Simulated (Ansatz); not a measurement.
Ansatz (a first-principles code) input (B3LYP-D3(BJ)/def2-TZVP):

Ansatz 0.2 input:
```yaml
crystal:
  periodic: [false, false, false]
  atoms:
    - {symbol: O, position_ang: [-0.00638582, 0.03610549, 1.20169452]}
    - {symbol: C, position_ang: [-0.00793450, 0.01869197, 0.05222862]}
    - {symbol: H, position_ang: [-0.00215454, 0.91376526, -0.65095129]}
    - {symbol: H, position_ang: [-0.01571158, -0.89689799, -0.62380760]}
basis:
  gaussian:
    orbitals: def2-TZVP
hamiltonian:
  xc: b3lyp
  dispersion: d3bj
total_charge: 1
magnetization: {spin_polarized: true, initial_magnetization: 1}
relax: {f_tol: 0.002, max_steps: 150}
```

Output:

```
Functional definition: B3LYP
integrals: 0.01 GiB planned
419 factors; their error is unknown
mean field: 0.17 GiB planned
mean field evaluation 1: about -3094.9572 eV, gradient 5.7e1 eV
mean field evaluation 2: about -3061.0928 eV, gradient 1.0e2 eV
mean field evaluation 4: about -3105.9833 eV, gradient 7.3e0 eV
mean field evaluation 8: about -3106.2014 eV, gradient 2.2e-1 eV
mean field evaluation 16: about -3106.2016 eV, gradient 1.3e-5 eV
mean field -3106.20158787 eV, -114.1508028950 hartree, gradient 1.3e-5 eV, S^2 0.758382; 0 other end points of the search recorded, 0 dependent functions left out
the calculation of the forces begins
reference -3106.20173525 eV, -114.1508083114 hartree; 8, 7 occupied and 66, 67 virtual orbitals, 419 factors
relax step   1: F+E_penalty+E_count = -3106.25152424 eV  Δ(F+E_penalty+E_count) = +0.000e0 eV  max|allowed force component| = 3.411e0 eV/Å  Δτ_max = 0.0000 Å  (30 SCF iters, accepted)
these checks for a lower state are left out or cut short: starts, cluster_reference, orbital_swaps, neighbouring_geometries, increment
integrals: 0.01 GiB planned
419 factors; their error is unknown
mean field: 0.17 GiB planned
mean field -3106.27840254 eV, -114.1536257821 hartree, gradient 1.7e-5 eV, S^2 0.758386; 0 other end points of the search recorded, 0 dependent functions left out
the calculation of the forces begins
reference -3106.27854897 eV, -114.1536311633 hartree; 8, 7 occupied and 66, 67 virtual orbitals, 419 factors
relax step   2: F+E_penalty+E_count = -3106.32832475 eV  Δ(F+E_penalty+E_count) = -7.680e-2 eV  max|allowed force component| = 1.727e0 eV/Å  Δτ_max = 0.0280 Å  (35 SCF iters, accepted)
these checks for a lower state are left out or cut short: starts, cluster_reference, orbital_swaps, neighbouring_geometries, increment
integrals: 0.01 GiB planned
419 factors; their error is unknown
mean field: 0.17 GiB planned
mean field -3106.32183267 eV, -114.1552218099 hartree, gradient 1.9e-5 eV, S^2 0.757965; 0 other end points of the search recorded, 0 dependent functions left out
the calculation of the forces begins
reference -3106.32197699 eV, -114.1552271137 hartree; 8, 7 occupied and 66, 67 virtual orbitals, 419 factors
relax step   3: F+E_penalty+E_count = -3106.37178267 eV  Δ(F+E_penalty+E_count) = -4.346e-2 eV  max|allowed force component| = 4.719e-1 eV/Å  Δτ_max = 0.0637 Å  (34 SCF iters, accepted)
these checks for a lower state are left out or cut short: starts, cluster_reference, orbital_swaps, neighbouring_geometries, increment
integrals: 0.01 GiB planned
419 factors; their error is unknown
mean field: 0.17 GiB planned
mean field evaluation 32: about -3106.3327 eV, gradient 1.7e-2 eV
mean field -3106.33103863 eV, -114.1555601228 hartree, gradient 1.1e-5 eV, S^2 0.757944; 0 other end points of the search recorded, 0 dependent functions left out
the calculation of the forces begins
reference -3106.33118279 eV, -114.1555654208 hartree; 8, 7 occupied and 66, 67 virtual orbitals, 419 factors
relax step   4: F+E_penalty+E_count = -3106.38098709 eV  Δ(F+E_penalty+E_count) = -9.204e-3 eV  max|allowed force component| = 3.787e-2 eV/Å  Δτ_max = 0.0267 Å  (35 SCF iters, accepted)
these checks for a lower state are left out or cut short: starts, cluster_reference, orbital_swaps, neighbouring_geometries, increment
integrals: 0.01 GiB planned
419 factors; their error is unknown
mean field: 0.17 GiB planned
mean field -3106.33106280 eV, -114.1555610111 hartree, gradient 1.1e-5 eV, S^2 0.757952; 0 other end points of the search recorded, 0 dependent functions left out
the calculation of the forces begins
reference -3106.33120696 eV, -114.1555663088 hartree; 8, 7 occupied and 66, 67 virtual orbitals, 419 factors
relax step   5: F+E_penalty+E_count = -3106.38101057 eV  Δ(F+E_penalty+E_count) = -2.348e-5 eV  max|allowed force component| = 1.299e-3 eV/Å  Δτ_max = 0.0012 Å  (36 SCF iters, accepted)
integrals: 0.01 GiB planned
419 factors; their error is unknown
mean field: 0.17 GiB planned
mean field evaluation 64: about -3106.3311 eV, gradient 2.7e-3 eV
mean field -3106.33106280 eV, -114.1555610111 hartree, gradient 1.1e-5 eV, S^2 0.757952; 1 other end points of the search recorded, 0 dependent functions left out
the calculation of the forces begins
reference -3106.33120696 eV, -114.1555663088 hartree; 8, 7 occupied and 66, 67 virtual orbitals, 419 factors
Total energy: -3106.38115473 eV, -114.1574018555 hartree
Atom 0 at    -0.006496     0.035514     1.166416 Å, force     0.000022    -0.000041    -0.000667 eV/Å
Atom 1 at    -0.008062     0.017688    -0.020213 Å, force    -0.000071     0.000080     0.001299 eV/Å
Atom 2 at    -0.001565     0.977046    -0.598060 Å, force     0.000028     0.000509    -0.000334 eV/Å
Atom 3 at    -0.016063    -0.958583    -0.568979 Å, force     0.000020    -0.000548    -0.000298 eV/Å
Dipole moment:    -0.000859    -0.009753    -0.649317 e Å
```
